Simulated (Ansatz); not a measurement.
**BNH₃ (quartet): from Hartree-Fock to the top rungs, def2-QZVPP**

An exercise on one series of results from a longer session: the logs are not shown, and one member is left open.

Program: Ansatz 0.2.0, Gaussian basis. Level of theory: def2-QZVPP, core rule «outside noble gas», up to 2 orbitals frozen. These are calculated values, not measurements.

The runs, in order: UHF; ROHF; CCSD(T) on UHF.

2 further runs of the same task are left out: 2 set aside as unsound or not needed.

### What is computed

The geometry is a PBE0/def2-TZVP stationary point (not a proven minimum) of the parent state, kept for this charge and spin.

5 atoms, charge 0, spin multiplicity 4.

Atoms are counted from 1 here; the program's logs count them from 0.

Bond lengths: B1–N2 1.329 Å, B1–H3 1.210 Å, B1–H4 1.203 Å, N2–H5 0.999 Å. Angles: N2–B1–H3 118.6°, N2–B1–H4 121.4°, H3–B1–H4 120.0°, B1–N2–H5 163.5°.

Set-up of the first run:

Contents of in.yaml:

```yaml
crystal:
  periodic: [false, false, false]
  atoms:
    - {symbol: B, position_ang: [0.000000, 0.024631, 0.707241]}
    - {symbol: N, position_ang: [0.000000, -0.043245, -0.619792]}
    - {symbol: H, position_ang: [0.000000, 1.115161, 1.232352]}
    - {symbol: H, position_ang: [0.000000, -0.969115, 1.385961]}
    - {symbol: H, position_ang: [0.000000, 0.190722, -1.591212]}
basis:
  gaussian: {orbitals: "def2-QZVPP.json"}
magnetization: {spin_polarized: true, initial_magnetization: 3}
hamiltonian: {xc: hf}
output: {orbitals: {seedname: orbitals}}
```

On the command line:

```bash
$ ansatz run in.yaml --threads 1 --pin off --events-out ev --progress --plain --max-ram 2393MiB
```

Among the steps run: UHF; ROHF; CCSD(T) on UHF.

One table of the session follows, with a row left open; its other results are not shown here.

```
  method  from UCCSD(T) (meV)
    ROHF              +8918.2
     UHF              +8551.5
    UMP2              +1217.6
   UCCSD                    ?
UCCSD(T)                    0
```

**Question.** Estimate the row for UCCSD.

The run gave: from UCCSD(T) (meV): +300.4. In the column «from UCCSD(T) (meV)» it lies between UCCSD(T) (0) and UMP2 (+1217.6).
